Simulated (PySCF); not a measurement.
## Bond length, frequency and bond energy of SiF⁺ by level of theory

State: ¹Σ⁺ (singlet), closed shell. Set-up: basis Si def2-TZVPPD, F def2-TZVPPD; no relativity; PySCF 2.14. De refers to Si⁺ + F in their high-spin ground configurations, without counterpoise correction. A positive dipole points towards F; it is taken about the centre of mass and depends on that origin.

```tsv
Level	Re (Å)	ωe (cm⁻¹)	De (eV)	μ (D)	CPU s a point (SCF and correlation, without the integrals)
RHF	1.512	1111	4.91	-3.50	0.47
RHF-MP2	1.541	1036	7.07	n/a	0.73
RHF-SCS-MP2	1.540	1040	6.86	n/a	n/a
RHF-CCSD	1.533	1059	6.56	n/a	n/a
RHF-CCSD(T)	1.539	1039	6.72	n/a	8.2
LDA	1.540	1014	8.02	-3.37	0.93
PBE	1.557	980	7.03	-3.41	1.1
BLYP	1.561	969	6.90	-3.51	0.77
r²SCAN	1.540	1025	6.86	-3.32	1.8
r²SCANh	1.534	1040	6.74	-3.35	2.4
PBE0	1.537	1035	6.70	-3.43	3.1
B97-3	1.539	1031	6.74	-3.46	1.4
MN15	1.532	1057	7.10	-3.42	2.5
CAM-B3LYP	1.535	1041	6.84	-3.50	3
```

The bond length runs from 1.512 Å (RHF) to 1.561 Å (BLYP). De spans 4.91 eV (RHF, mean field) to 8.02 eV (LDA, local density). Correlation at CCSD(T) changes the Hartree–Fock bond energy by +1.81 eV; the triples alone change it by +0.16 eV.

Correlated steps freeze 6 core orbitals. For an ion De counts to the pair picked by the measured ionisation energies or electron affinities, which need not be the lowest pair at this level. Where the molecule has an RHF reference, its open-shell atoms are computed with UHF.

The whole job (state search and all levels along the bond) took about 2.9 min on 2 threads of Arm Neoverse V1 (shared host), peak memory 1.9 GiB.
